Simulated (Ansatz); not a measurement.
For body-centred tetragonal In, PBE-D3(BJ) in Ansatz (plane waves, PAW) gives:

| Property | Value |
|---|---|
| equilibrium lattice constant a | 3.246 Å |
| lattice parameter c | 4.946 Å |
| bulk modulus | 41.7 GPa |
| cohesive energy | 2.65 eV/atom |

Task: What does r²SCAN-D4 in Ansatz (PAW) give for the same quantities?

Result: 
- lattice constant a: 3.230 Å (shrinks by 0.5 %)
- lattice parameter c: 4.957 Å (grows by 0.2 %)
- bulk modulus: 44.5 GPa (increases by 6.7 %)
- cohesive energy: 2.52 eV/atom (decreases by 0.13 eV/atom)

For comparison: lattice constant a 3.252 Å (measured, 293 K, no zero-point or thermal correction; as tabulated in Wikipedia's data pages); lattice parameter c 4.947 Å (measured, 293 K, no zero-point or thermal correction; as tabulated in Wikipedia's data pages); bulk modulus 44.7 GPa (measured, copied from a table, unchecked, extrapolated to 0 K and zero-point effects removed; as tabulated in Lejaeghere et al. (2013), arXiv:1204.2733).

Changes are worked out from the printed values.

Unless a cell is named, each level is at its own relaxed cell (PBE-D3(BJ) 26.06, r²SCAN-D4 25.86 Å³/atom).

Levels without +SOC leave out spin–orbit coupling, which shifts energies and cells of such heavy elements.

Ansatz's density-functional and Hartree–Fock values are scalar-relativistic unless marked +SOC, with PAW data made under PBE.

Ansatz is a program for electronic structure.
